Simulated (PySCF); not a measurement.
Compound: formic acid, CH2O2.
Structure used (PBE0-D3(BJ)/def2-SVP), in Å, numbered top down from 1:
```
atom  x, y, z in Å
O1    -1.331   -0.102    0.005
C2    -0.168   -0.379   -0.005
O3     0.829    0.504    0.003
H4     0.244   -1.410   -0.021
H5     0.426    1.387    0.017
```

Level: PBE0/pcSseg-1 and PBE0/def2-SVPD in PySCF, non-relativistic, on one gas-phase PBE0-D3(BJ)/def2-SVP geometry that isn't relaxed in the solvent. The solvent is an IEF-PCM continuum (van der Waals radii × 1.2). Specific hydrogen bonds and non-electrostatic terms are outside this model.

Gas phase at PBE0/pcSseg-1: HOMO -8.50 eV, LUMO 0.02 eV, dipole 1.54 D.

Problem. What does the continuum do to the energy, the frontier levels and the dipole at PBE0/pcSseg-1 in chloroform?

Solution. 
```csv
solvent,ε,E(solvent) − E(gas) (kcal/mol),polarisation term (kcal/mol),distortion of the solute (kcal/mol),HOMO (eV),LUMO (eV),dipole (D)
chloroform,4.711,-4.75,-5.14,0.39,-8.49,0.12,1.82
```

The first energy column is the sum of the next two and covers electrostatics alone.

Problem. Which radius a makes the point-dipole formula ΔE = −[(ε − 1)/(2ε + 1)]·μ²/a³ give the value in chloroform, with the gas-phase dipole?

Solution. μ = 0.607 au and |ΔE| = 0.00757 Eh give a = 1.37 Å; the farthest nucleus lies 1.45 Å from the centroid of the nuclei, so such a sphere wouldn't even hold the nuclei. The formula assumes a rigid point dipole at the centre of a sphere.

Problem. Which Hirshfeld charges (PBE0/pcSseg-1) respond most in chloroform (means over atoms taken as equivalent)?

Solution. 
```json
{"atoms": "O1", "environment": "acid carbonyl oxygen", "gas (e)": "-0.266", "solvent (e)": "-0.294", "change": "-0.028"}
{"atoms": "H5", "environment": "acid proton", "gas (e)": "+0.189", "solvent (e)": "+0.200", "change": "+0.011"}
{"atoms": "H4", "environment": "formyl hydrogen", "gas (e)": "+0.067", "solvent (e)": "+0.076", "change": "+0.009"}
{"atoms": "C2", "environment": "carboxylic acid carbon", "gas (e)": "+0.182", "solvent (e)": "+0.188", "change": "+0.006"}
{"atoms": "O3", "environment": "acid hydroxyl oxygen", "gas (e)": "-0.172", "solvent (e)": "-0.171", "change": "+0.001"}
```

Gas phase at PBE0/def2-SVPD: HOMO -8.69 eV, LUMO -0.32 eV, dipole 1.59 D.

Problem. What does the continuum do to the energy, the frontier levels and the dipole at PBE0/def2-SVPD in chloroform?

Solution. 
```
   solvent      ε  E(solvent) − E(gas) (kcal/mol)  polarisation term (kcal/mol)  distortion of the solute (kcal/mol)  HOMO (eV)  LUMO (eV)  dipole (D)
chloroform  4.711                           -4.73                         -5.19                                 0.46      -8.67      -0.21        1.92
```

Problem. How does the static polarisability (PBE0/def2-SVPD, frozen core, with the continuum's full static response) change?

Solution. 
```
    medium  isotropic (au)  principal values (au)  ⟨r²⟩ of the electrons (bohr²)
       gas            22.0       15.8, 23.5, 26.6                          132.4
chloroform            25.5       18.1, 27.0, 31.5                          132.5
```

The isotropic value in chloroform is 1.16 times the gas-phase one; no cavity-field correction is applied. ⟨r²⟩ is taken about the centre of nuclear charge.
